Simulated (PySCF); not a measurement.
# Molecular orbitals of BN⁺

PBE0 at R = 1.441 Å; B def2-TZVPPD, N def2-TZVPPD; no relativity (PySCF 2.14). State: ⁴Σ⁻ (quartet), unpaired electrons σ ↑, π ↑↑. Only the outer orbitals are listed, counted within each symmetry.

```csv
spin,orbital,occ.,ε (eV),on B (%),main shells (%)
α,3σ,1,-34.14,23,"72 N s, 12 B s, 9 B p"
α,4σ,1,-21.46,40,"41 B s, 40 N p, 20 N s"
α,1π,1,-20.02,19,"80 N p, 17 B p"
α,1π,1,-20.02,19,"80 N p, 17 B p"
α,5σ,1,-18.24,73,"42 B p, 30 B s, 21 N p"
α,2π,0,-10.49,84,"82 B p, 15 N p"
α,2π,0,-10.49,84,"82 B p, 15 N p"
α,6σ,0,-4.63,81,"45 B s, 25 B p, 17 N s"
β,3σ,1,-30.53,29,"65 N s, 16 B s, 12 B p"
β,4σ,1,-19.29,25,"47 N p, 28 N s, 24 B s"
β,1π,0,-13.61,38,"61 N p, 35 B p"
β,1π,0,-13.61,38,"61 N p, 35 B p"
β,5σ,0,-12.27,89,"58 B s, 30 B p, 9 N p"
```

**Question.** Which are the highest filled and the lowest empty level, where do they sit, and how wide is the gap?

**Answer.** Highest filled α 5σ at -18.24 eV (in %: 42 B p, 30 B s, 21 N p); lowest empty β 1π at -13.61 eV (in %: 61 N p, 35 B p); the gap at PBE0 is 4.63 eV.

* bond order (Mayer): 1.62
* ⟨S²⟩: 3.754
* charge on B (Mulliken, basis-dependent): 0.71
* charge on B (Löwdin, basis-dependent): 0.59
* dipole moment (positive dipole points towards N; it is taken about the centre of mass and depends on that origin): -2.84 D
* polarisability along the bond: 18.6 bohr³
* polarisability across the bond: 12.5 bohr³

The state is the lowest determinant that a PBE0 search found; another state may lie lower at other levels.
